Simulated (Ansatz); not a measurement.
The cluster Li₂F. Total charge 0; quartet. Geometry B3LYP-D4/def2-TZVP; atoms count from 1.

```xyz
3

Li   -0.001    1.285    1.620
Li    1.157   -1.714    0.031
F    -1.156    0.428   -1.651
```

In the quartet geometry the species has come apart into loosely held pieces. At PBE0-D4/def2-TZVP a doublet of charge 0 lies 6.98 eV below the quartet, each at its own geometry. The structure comes from a short search, and lower isomers may exist.

Q: Estimate the Mulliken populations from the PBE0/def2-TZVP orbitals of Ansatz.

A: 
| atom | charge (e) | spin (α − β) |
| --- | --- | --- |
| Li1 | -0.01 | 1.00 |
| Li2 | -0.01 | 1.00 |
| F3 | 0.01 | 1.00 |
Mulliken values and Mayer orders depend strongly on the basis.

Q: Where does the spin sit?

A: Summed by element: Li 2.00, F 1.00, of 3 unpaired in all. Largest on single atoms: F3 1.00, Li1 1.00, Li2 1.00.
